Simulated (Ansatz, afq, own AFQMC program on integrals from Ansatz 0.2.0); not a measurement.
**Al2H4, singlet: energetics from AFQMC and coupled cluster**

```yaml
atoms:
  - { symbol: Al, position_ang: [0.0000, 0.0000, 1.3086] }
  - { symbol: Al, position_ang: [0.0000, 0.0000, -1.3086] }
  - { symbol: H, position_ang: [0.0000, 1.3533, 2.1524] }
  - { symbol: H, position_ang: [0.0000, -1.3533, 2.1524] }
  - { symbol: H, position_ang: [0.0000, 1.3533, -2.1524] }
  - { symbol: H, position_ang: [0.0000, -1.3533, -2.1524] }
```

Geometry: a PBE0/def2-TZVP stationary point, not shown to be a minimum. Basis cc-pVDZ. Only valence electrons are correlated. AFQMC by an in-house program on the Cholesky factors that Ansatz 0.2.0 writes for its CCSD(T) run. ph-AFQMC/CISD is guided by a CISD state made of CCSD amplitudes; releasing the constraint for a short imaginary time cuts its bias at the price of noise, slowly where states lie close. ± is one standard error of the sampling.

Best estimates are CCSD(T) at the basis-set limit (def2-TZVPP/QZVPP) plus the step from CCSD(T) to the highest rung at hand in cc-pVDZ, named in the table (released AFQMC can keep some 10 meV of bias). No zero-point, core-correlation or spin–orbit terms. Other levels are in cc-pVDZ, the functionals in def2-TZVP; a dash marks a level that is missing or breaks spin symmetry for a member.

Cautions: Al₂H₄⁺ (doublet): the released value is read at 1.50 1/Eh (meV from the phaseless value at times in 1/Eh: 3 ± 7 at 0.24, 0 ± 7 at 0.50, 0 ± 9 at 1.00, 8 ± 8 at 1.50).

| process | wB97M-V (kJ/mol) |
| --- | --- |
| to charge +1, doublet (vertical) | 878 |
| to free atoms | 1301 |

(1) From these values, estimate the best estimates.

(1) 
| process | best estimate (kJ/mol) | highest rung |
| --- | --- | --- |
| to charge +1, doublet (vertical) | 888 ± 0.7 | released AFQMC |
| to free atoms | 1317 | CCSDT(Q) |

Errors against the best estimates in kJ/mol, in the same order:

```csv
level,"error, 1","error, 2"
MP2,-29,-144
CCSD(T),-24,-118
ph-AFQMC/CISD,-23 ± 0.9,-115 ± 0.7
CCSD(T)/CBS,-1,-1
PBE,-40,-61
r2SCAN,-32,-15
PBE0,-25,-51
B3LYP,-22,-27
wB97M-V,-11,-16
B2PLYP,-22,-43
```

Cost at the first geometry: PBE0/cc-pVDZ, 3.5 s on 1 thread of Arm Neoverse N1 (shared host); RCCSD(T)/cc-pVDZ, 1.1 s on 1 thread of Arm Neoverse N1, on a shared host; CCSDT(Q), 20 s on 1 thread of Arm Neoverse N1 (shared host); ph-AFQMC/CISD with release, 5 min on 1 thread of Arm Neoverse N1 (shared host).

Best estimates are given only where the step beyond CCSD(T) is under 0.3 eV and no member's determinant is very poor (T1 over 0.05, or 0.07 for open shells, ⟨S²⟩ too high by 0.3, two states mixed), so the hardest cases are missing from such tables.

The functionals ran in a triple-zeta set and keep a basis error of their own, a few kJ/mol for each bond in atomization energies and more for double hybrids, so close places among them and the extrapolated levels can swap.

CCSDT and higher add their correlation energy to the determinant of the CCSD(T) run, since their own runs factorise the integrals more tightly (a shift of under 2 meV). Each member of a difference takes its own highest rung, so a best estimate needn't equal the limit plus the step of one row. A walk keeps the symmetry of its determinant, which the program's search chose and which needn't be the lowest solution, so a lower state of the same spin and another symmetry isn't excluded. Released energies are given only where the last usable release times agree within the noise; a slower fall can still hide under it.
